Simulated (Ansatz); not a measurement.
Z-matrix (Å, degrees):
```
Si
Cl 1 2.054
H 1 1.481 2 108.5
H 1 1.481 2 108.5 3 -120.0
H 1 1.481 2 108.5 3 120.0
```

Total charge 0; spin multiplicity 1.

(1) List the ωB97M-V/def2-TZVPP orbital energies in eV (the Gaussian-basis code of Ansatz). (An estimate is asked.)

## Answers

(1) Computed: Occupied: -2771.93, -1808.04, -262.34, -199.81, -199.68, -199.68, -149.04, -103.20, -103.12, -103.12, -25.88, -18.06, -13.30, -13.22, -13.22, -11.27, -11.27. Lowest empty: 1.70, 2.92, 2.93, 3.12, 5.79, 5.79, 6.41, 7.18.
